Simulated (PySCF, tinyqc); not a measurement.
Starting guesses with DIIS over 6 matrices: SCF starting guesses in the sto-6g basis, for Li2, spin multiplicity 1. Computed by the program tinyqc with PySCF. RHF with one setting changed at a time; a run stops when the energy changes by less than 1e-09 hartree and the error matrix is below 1e-5. Starts: the lowest orbitals of the core Hamiltonian, of the Wolfsberg-Helmholz matrix (K = 1.75), projected atomic densities, random orbitals, and the highest orbitals of the core Hamiltonian (a deliberately bad start).

Geometry (angstrom):
```
atom,x,y,z
Li,0.0000,0.0000,0.0000
Li,0.0000,0.0000,4.8330
```

lowest restricted solution found by these runs and by PySCF = -14.744861 hartree

Largest element of the error matrix X^T (FDS - SDF) X:
```
iteration,core,Wolfsberg-Helmholz,atomic densities,random,highest core orbitals
1,1.6e-01,6.7e-02,2.2e-02,1.8e+00,4.3e-02
2,4.4e-02,4.0e-02,8.7e-03,2.8e-01,1.5e-01
3,1.5e-02,3.2e-02,4.0e-03,1.0e-01,1.5e-01
4,1.4e-03,1.1e-02,1.1e-04,6.1e-02,1.7e-01
5,5.7e-05,5.9e-03,1.4e-05,1.1e-02,8.1e-02
6,9.1e-07,8.2e-04,5.1e-07,4.2e-03,9.4e-02
8,-,1.8e-06,-,3.5e-05,5.8e-02
10,-,-,-,4.3e-07,6.6e-04
```

How each run ends:
```
run,iterations,E (hartree),state
core,7,-14.680435,higher
Wolfsberg-Helmholz,9,-14.744861,lowest found
atomic densities,7,-14.744861,lowest found
random,10,-14.744861,lowest found
highest core orbitals,12,-14.744861,lowest found
```

What does the comparison show, and why?

4 of 5 runs reach the lowest restricted solution found, in 7 to 12 iterations (fastest: atomic densities). Ending on a higher stationary point: core; a small error matrix cannot reveal that, and an occupation fixed by the start is kept by symmetry or by the shape of the basin. The first errors are 2e-01, 7e-02, 2e-02, 2e+00, 4e-02. The restricted reference is unstable here: a spin-polarised solution lies 0.0562 hartree lower (PySCF), so results built on it describe a poor reference.
